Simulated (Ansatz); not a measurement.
# UHF/3-21G run of BH2 (boron dihydride)

Aim: the energy change on altering one bond length of BH2 (boron dihydride) at UHF/3-21G, from 2 runs. 

Program for the calculation: Ansatz 0.2.0.

58 further runs of the same task are left out: 58 set aside as unsound or not needed.

### 1 The system as given

BH2: 3 atoms, total charge 0, spin state doublet. SMILES: `[BH2]`. The coordinates come from a GFN2-xTB relaxation.

Bond lengths: B1–H2 1.159 Å, B1–H3 1.159 Å. Angles: H2–B1–H3 128.4°.

### 2 A single-point energy at UHF/3-21G

File run.yaml:

```yaml
crystal:
  periodic: [false, false, false]
  atoms:
    - symbol: B
      position_ang: [0.262840, -0.166230, 0.128640]
    - symbol: H
      position_ang: [0.280020, 0.985320, 0.260980]
    - symbol: H
      position_ang: [-0.542860, -0.819090, -0.389630]
basis:
  gaussian:
    orbitals: 3-21G.json
accuracy: high
hamiltonian:
  xc: hf
magnetization:
  spin_polarized: true
  initial_magnetization: 1
```

The basis set 3-21G is read from a file made from the Basis Set Exchange's data (not shown).

The run is started by

```
$ ansatz run run.yaml --threads 1 --pin off --max-ram 2610MiB --events-out events.jsonl --progress --plain --runs-dir runs
```

What it wrote:

```text
Warning: RAYON_NUM_THREADS=1 ignored (pool sized by the plan → 1); use --threads N
Functional definition: HF
  name "HF"
  exchange = exact_x
  correlation = 0
250 factors; integrals over basis functions are off by at most 1.0e-8 eV
mean field evaluation 1: about -696.1100 eV, gradient 6.5e0 eV
mean field evaluation 2: about -696.1048 eV, gradient 6.5e0 eV
mean field evaluation 4: about -696.6466 eV, gradient 6.6e-1 eV
mean field evaluation 8: about -696.6554 eV, gradient 1.1e-3 eV
mean field evaluation 16: about -696.1898 eV, gradient 1.3e0 eV
mean field -696.65541175 eV, -25.6016141717 hartree, gradient 1.8e-8 eV, S^2 0.751873; 0 other end points of the search recorded, 0 dependent functions left out
reference -696.65541175 eV, -25.6016141717 hartree; 4, 3 occupied and 9, 10 virtual orbitals, 250 factors
Total energy: -696.65541175 eV, -25.6016141717 hartree
```

Run time: 0.06 s. Hardware: 1 thread of Arm Neoverse V1, shared host.

### 3 The distorted shape at the same level

File run.yaml:

```yaml
crystal:
  periodic: [false, false, false]
  atoms:
    - {symbol: B, position_ang: [0.464245, -0.003031, 0.258195]}
    - {symbol: H, position_ang: [0.481425, 1.148519, 0.390535]}
    - {symbol: H, position_ang: [-0.542860, -0.819090, -0.389630]}
basis:
  gaussian:
    orbitals: 3-21G.json
total_charge: 0
magnetization:
  spin_polarized: true
  initial_magnetization: 1
hamiltonian:
  xc: hf
accuracy: high
```

The basis set 3-21G is read from a file made from the Basis Set Exchange's data (not shown).

The run is started by

```
$ ansatz run run.yaml --threads 1 --pin off --max-ram 2610MiB --events-out events.jsonl --progress --plain --runs-dir runs
```

What it wrote:

```text
Warning: RAYON_NUM_THREADS=1 ignored (pool sized by the plan → 1); use --threads N
[... 4 set-up lines as earlier in the session ...]
249 factors; integrals over basis functions are off by at most 3.5e-9 eV
mean field evaluation 1: about -695.3984 eV, gradient 6.5e0 eV
mean field evaluation 2: about -695.3940 eV, gradient 6.5e0 eV
mean field evaluation 4: about -696.0406 eV, gradient 8.1e-1 eV
mean field evaluation 8: about -696.0602 eV, gradient 2.7e-3 eV
mean field evaluation 16: about -695.4744 eV, gradient 1.5e0 eV
mean field -696.06023585 eV, -25.5797418609 hartree, gradient 3.6e-8 eV, S^2 0.752035; 0 other end points of the search recorded, 0 dependent functions left out
reference -696.06023585 eV, -25.5797418609 hartree; 4, 3 occupied and 9, 10 virtual orbitals, 249 factors
Total energy: -696.06023585 eV, -25.5797418609 hartree
```

Wall time 0.08 s (1 thread of Arm Neoverse V1, shared host).

### 4 What came out

Level: UHF/3-21G.

| quantity | value |
| --- | --- |
| first shape: total energy | -25.60161 Eh |
| first shape: ⟨S²⟩ | 0.752 |
| distorted shape: total energy | -25.57974 Eh |
| distorted shape: ⟨S²⟩ | 0.752 |
| energy change with the B1–H3 bond stretched from 1.159 to 1.449 Å | 0.595 eV |

**Reading.** With the B1–H3 bond stretched from 1.159 to 1.449 Å the energy rises by 0.60 eV (13.7 kcal/mol). The first shape isn't relaxed at this level, so the change isn't measured from a minimum.
